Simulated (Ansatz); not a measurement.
# AlNH₅+ (SMILES [NH3+][AlH2]): single points off equilibrium

One table from this session's results is given with a row withheld; the runs are named, their logs left out.

Program: Ansatz 0.2.0, Gaussian basis. Level of theory: single points in def2-TZVPP. These are calculated values, not measurements.

Correlated methods freeze the cores.

### The starting structure

SMILES `[NH3+][AlH2]`, 7 atoms, charge 1, spin multiplicity 1.

Atoms are counted from 1 here; the program's logs count them from 0.

Bond lengths: N1–Al2 2.303 Å, N1–H3 0.867 Å, N1–H4 0.959 Å, N1–H5 0.968 Å, Al2–H6 1.490 Å, Al2–H7 1.430 Å. Angles: Al2–N1–H3 99.9°, Al2–N1–H4 108.7°, Al2–N1–H5 114.1°, H3–N1–H4 128.1°, H3–N1–H5 99.8°, H4–N1–H5 106.3°, N1–Al2–H6 119.7°, N1–Al2–H7 115.1°, H6–Al2–H7 124.6°.

Coordinates:

```
N    -0.3980   -0.8893   -0.2663
Al    0.4136    1.1733    0.3596
H     0.3152   -1.2286   -0.6235
H    -1.2609   -0.7711   -0.6667
H    -0.5218   -1.5053    0.4706
H    -0.4027    2.0482    1.2476
H     1.6036    1.5880   -0.3169
```

The first run:

run/in.yaml

```yaml
crystal:
  periodic: [false, false, false]
  atoms:
    - {symbol: N, position_ang: [-0.398000, -0.889300, -0.266300]}
    - {symbol: Al, position_ang: [0.413600, 1.173300, 0.359600]}
    - {symbol: H, position_ang: [0.315200, -1.228600, -0.623500]}
    - {symbol: H, position_ang: [-1.260900, -0.771100, -0.666700]}
    - {symbol: H, position_ang: [-0.521800, -1.505300, 0.470600]}
    - {symbol: H, position_ang: [-0.402700, 2.048200, 1.247600]}
    - {symbol: H, position_ang: [1.603600, 1.588000, -0.316900]}
basis:
  gaussian: {orbitals: def2-TZVPP}
total_charge: 1
correlation: {method: ccsd_t}
output: {forces: true}
```

No record of the launch command was kept for these runs.

Among the steps run: CCSD(T)/def2-TZVPP; PBE0-D4/def2-TZVPP; wB97M-V/def2-TZVPP; r2SCAN-D4/def2-TZVPP; PBE-D4/def2-TZVPP; BHLYP-D4/def2-TZVPP; LC-wPBE/def2-TZVPP.

One table of the session follows, with a row left open; its other results are not shown here.

```
   method  RMS force component (eV/Å)  angle to CCSD(T) forces (°)
  CCSD(T)                       3.475                    reference
  PBE0-D4                           ?                            ?
  wB97M-V                       3.426                          1.0
r2SCAN-D4                       3.433                          0.6
   PBE-D4                       3.516                          2.4
 BHLYP-D4                       3.350                          2.1
  LC-wPBE                       3.485                          0.5
```

Estimate the missing values for PBE0-D4.

**Answer.** RMS force component (eV/Å): 3.453; angle to CCSD(T) forces (°): 0.8. In the column «RMS force component (eV/Å)» it lies between r2SCAN-D4 (3.433) and CCSD(T) (3.475).
